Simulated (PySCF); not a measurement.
C4H6 (butadiene), optimised at GFN2-xTB:

```xyz
10

C      1.2969     1.1023     0.6338
C      0.4951     0.0512     0.5033
C     -0.5188    -0.0616    -0.5228
C     -1.3206    -1.1127    -0.6533
H      1.2329     1.9464    -0.0337
H      2.0435     1.1602     1.4071
H      0.5770    -0.7856     1.1851
H     -0.6007     0.7752    -1.2046
H     -2.0672    -1.1706    -1.4266
H     -1.2566    -1.9568     0.0142
```

Energies from PySCF (xtb for GFN2), thermal terms from the rigid-rotor harmonic-oscillator model, ideal gas at 1 bar. 6-31G* has spherical d functions here. All species are closed-shell singlets. B3LYP is the form with VWN-RPA correlation.

List the harmonic frequencies (cm⁻¹, unscaled) at this level and at the other levels, each on its own geometry.


- GFN2-xTB: 144, 297, 502, 506, 741, 886, 889, 913, 974, 989, 1040, 1198, 1264, 1293, 1398, 1424, 1664, 1674, 3051, 3061, 3098, 3099, 3128, 3129
- B3LYP/6-31G*: 177, 295, 516, 539, 781, 907, 927, 931, 1003, 1011, 1064, 1240, 1329, 1331, 1435, 1497, 1676, 1729, 3148, 3158, 3164, 3165, 3247, 3247
- HF/6-31G*: 167, 319, 550, 581, 851, 960, 1067, 1068, 1089, 1116, 1160, 1326, 1435, 1439, 1547, 1615, 1819, 1899, 3324, 3330, 3341, 3342, 3413, 3414
- PBE/def2-SVP: 181, 287, 501, 522, 756, 880, 887, 889, 957, 963, 1023, 1190, 1256, 1258, 1347, 1402, 1612, 1667, 3065, 3071, 3076, 3078, 3176, 3176
- PBE0/def2-TZVP: 174, 292, 516, 540, 787, 906, 945, 945, 997, 1004, 1058, 1232, 1314, 1314, 1414, 1470, 1668, 1726, 3148, 3155, 3159, 3162, 3248, 3248
